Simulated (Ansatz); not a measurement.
```yaml
crystal:
  periodic: [false, false, false]
  atoms:
    - {symbol: Al, position_ang: [-1.345714, 0.748515, -1.285769]}
    - {symbol: Si, position_ang: [0.741543, 0.265683, -0.087312]}
    - {symbol: P, position_ang: [0.513071, -1.668660, 1.075127]}
    - {symbol: H, position_ang: [-2.001537, -0.379516, -2.191093]}
    - {symbol: H, position_ang: [-2.061820, 2.161312, -1.164895]}
    - {symbol: H, position_ang: [1.199838, 1.391127, 0.777397]}
    - {symbol: H, position_ang: [1.832151, 0.004032, -1.073975]}
    - {symbol: H, position_ang: [1.626260, -1.441371, 1.927850]}
    - {symbol: H, position_ang: [-0.415291, -1.127322, 2.005470]}
basis:
  gaussian: {orbitals: def2-mTZVP}
hamiltonian: {xc: {name: HF}}
correlation: {active_space: {window: {electrons: 6, orbitals: 2}}}
accuracy: high
output: {forces: true}
```

```sh
$ ansatz run in.yaml --threads 2 --pin off --events-out ev --progress --plain --max-ram 4352MiB
```

Shortened log:

```
Functional definition: HF
1724 factors; integrals over basis functions are off by at most 1.0e-8 eV
mean field evaluation 1: about -23809.5456 eV, gradient 1.4e1 eV
mean field evaluation 2: about -23810.1082 eV, gradient 1.5e1 eV
mean field evaluation 4: about -23811.5342 eV, gradient 1.2e0 eV
mean field evaluation 8: about -23811.5497 eV, gradient 8.2e-5 eV
mean field -23811.54974125 eV, -875.0583129429 hartree, gradient 6.0e-8 eV, S^2 0.000000; 0 other end points of the search recorded, 0 dependent functions left out
reference -23811.54974125 eV, -875.0583129429 hartree; 24, 24 occupied and 60, 60 virtual orbitals, 1724 factors
Error: 6 electrons in 2 orbitals form no window around the highest filled level of the reference
```

In this input the active space doesn't fit the electrons. The run stopped with an error.
